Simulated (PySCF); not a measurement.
Reproducing measurements on thiophene

**Measured values to compare with.**

From NIST CCCBDB Release 22 (SRD 101), experimental dipoles, for the gas: dipole moment (dielectric constant against temperature) 0.55 D.

The results are set against them at the end.

Species: thiophene, C4H4S.
Numbering: `[cH:1]1[cH:2][cH:3][s:4][cH:5]1` (hydrogens: H6 on C1; H7 on C2; H8 on C3; H9 on C5)

Geometry (CAM-B3LYP/6-31+G*, Å), atoms numbered from 1 in this order:
```xyz
9
C4H4S angstrom
C     -0.7515   -0.6929   -0.0293
C      0.6752   -0.7657   -0.0295
C      1.2602    0.4665   -0.0135
S      0.0873    1.7290    0.0018
C     -1.2079    0.5923   -0.0132
H     -1.4035   -1.5585   -0.0407
H      1.2353   -1.6935   -0.0411
H      2.3159    0.7016   -0.0100
H     -2.2338    0.9345   -0.0092
```

Runs made with PySCF (gas phase, on this CAM-B3LYP/6-31+G* geometry; no spin–orbit coupling):

```
                          level                                          job  basis functions  wall time
CAM-B3LYP/6-31+G*, grid level 1  geometry optimisation from a GFN2-xTB start              102       15 s
```

Hardware: Arm Neoverse V1, one thread, shared host.

All basis functions are spherical.

**Comparison with experiment**

**Dipole moment.** Measured: 0.55 D (NIST CCCBDB Release 22 (SRD 101), experimental dipoles).

| level | computed (D) | computed − measured (D) | % (from the printed values) |
| --- | --- | --- | --- |
| CAM-B3LYP/6-31+G* | 0.57 | +0.02 | +4 |

The computed dipoles belong to one fixed geometry; measured ones are averaged over vibrations unless marked μe. Magnitudes are compared, not signs.

The geometry is computed, not the measured one. Where a level misses, the cause wasn't examined.
